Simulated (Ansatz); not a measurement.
Basis-set extrapolation for `CC(F)F` (PBE0-D4/def2-TZVP geometry, frozen core, the Gaussian-basis code of Ansatz). Multiplicity 1, RHF reference.

```
                      def2-TZVPP   def2-QZVPP
                 HF  -277.069223  -277.081601
    MP2 correlation    -0.841446    -0.912414
CCSD(T) correlation    -0.891768      not run
```

Energies in hartree. Use E(X) = E(∞) + A·exp(−7.88·√X) for Hartree–Fock and E(X) = E(∞) + B·X^(−2.97) for correlation, with X = 3 and 4, and add CCSD(T) minus MP2 of the smaller set to the MP2 limit.

Q: What is the CCSD(T) energy at the basis-set limit?

A: HF limit: -277.081601 + (-0.012378) × 0.13774 = -277.08331. MP2 limit: -0.912414 + (-0.070968) × 0.74074 = -0.96498. Higher-order term: -0.891768 − (-0.841446) = -0.05032. Total: -278.09861 hartree, 361.3 kJ/mol below CCSD(T)/def2-TZVPP.
